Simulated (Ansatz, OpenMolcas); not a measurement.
**Computed against measured: atomisation enthalpy at 298 K**

6 molecules with nitrogen; the atomisation enthalpy at 298 K in kJ/mol, computed less measured. Shapes, held fixed at every level: PBE0-D4/def2-TZVP. Flexible molecules stand in one conformer, not always the lowest. Thermal terms are harmonic and unscaled (PBE0-D4/def2-TZVP); the spin-orbit lowering of the free atoms is taken from their spectra. Programs: Ansatz 0.2.0, OpenMolcas 26.06. A level may come from different programs for different species; with the same settings they agree closely. Measured values: Active Thermochemical Tables, CRC Handbook of Chemistry and Physics.

Levels: A = HF/def2-SVP; B = PBE-D4/def2-TZVPP; C = B3LYP/6-31G* (Cartesian functions).

```csv
molecule,from tabulated heats,A,B,C
HNC (SMILES [C-]#[NH+]),1215,-449,+55,-28
N2O (nitrous oxide),1112,-774,+168,-5
CHNS (isothiocyanic acid),1557,-638,+117,-28
H3NO (hydroxylamine),1419,-642,+53,-40
C2H3N (acetonitrile),2486,-741,+85,-16
C4H5N (pyrrole),4322,-1218,+178,-42
```

(1) Sum up the errors.

## Answers

(1) 
```tsv
level	kind	mean error	mean absolute error	worst case
HF/def2-SVP	Hartree–Fock	-743.7	743.7	C4H5N
PBE-D4/def2-TZVPP	GGA	+109.3	109.3	C4H5N
B3LYP/6-31G* (Cartesian functions)	global hybrid	-26.5	26.5	C4H5N
```

On this set B3LYP/6-31G* (Cartesian functions) has the smallest mean absolute error and HF/def2-SVP the largest. HF/def2-SVP is too low in 6 of 6; PBE-D4/def2-TZVPP is too high in 6 of 6; B3LYP/6-31G* (Cartesian functions) is too low in 6 of 6. Heats of the atoms come from ATcT where it has them. The levels differ in basis as well as in method. A functional in a double-zeta set wins here by errors that cancel. Hartree–Fock lacks correlation and underbinds. The set is small.
